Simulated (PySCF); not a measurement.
C₅H₈ (charge +1 and doublet state).
SMILES with atom numbers: `[CH2:1][CH+:2][CH:3]1[CH2:4][CH2:5]1` (hydrogens: H6, H7 on C1; H8 on C2; H9 on C3; H10, H11 on C4; H12, H13 on C5)

Cartesian coordinates in Å at the GFN2-xTB level; atoms count from 1:
```
atom  x, y, z in Å
C1     2.266    0.009   -0.178
C2     1.006   -0.170    0.325
C3    -0.171    0.171   -0.389
C4    -1.435    0.653    0.411
C5    -1.474   -0.676   -0.158
H6     2.431    0.423   -1.162
H7     3.139   -0.259    0.396
H8     0.890   -0.592    1.318
H9    -0.045    0.591   -1.380
H10   -1.938    1.475   -0.082
H11   -1.300    0.772    1.477
H12   -2.006   -0.861   -1.083
H13   -1.368   -1.536    0.488
```

The hyperfine couplings belong to this conformer and change with its torsions.

Method used: UKS B3LYP, pcH-1 on C H, non-relativistic, mean-field spin-orbit, GIAO (PySCF). The structure is a single GFN2-xTB conformer in the gas phase; no vibrational or solvent corrections. A GFN2-xTB geometry isn't a minimum of the functional, and hyperfine couplings can be far from their values at a DFT geometry, by a factor of two or more for some ions and for spin on atoms past the first row. No stability test was run, so a lower SCF solution isn't excluded.

The largest Mulliken spin populations are on C1 (+0.58), C3 (+0.19), C5 (+0.11) and C4 (+0.11). The angles at C1 add up to 360.0°, so it is planar.

Problem. McConnell's relation a(H) = Q·ρ ties the coupling of a proton on a planar π carbon to the spin population of that carbon. What Q do the computed values give?

Solution. 
```json
{"H": "H6", "C": "C1", "ρ(C)": "+0.580", "a(H) (G)": "-13.16", "a/ρ (G)": "-22.7"}
{"H": "H7", "C": "C1", "ρ(C)": "+0.580", "a(H) (G)": "-13.60", "a/ρ (G)": "-23.4"}
```

These protons share one ρ (within 0.01), so their mean ratio, Q = -23.1 G, is no test of linearity.

Couplings in gauss use g_iso = 2.0031.
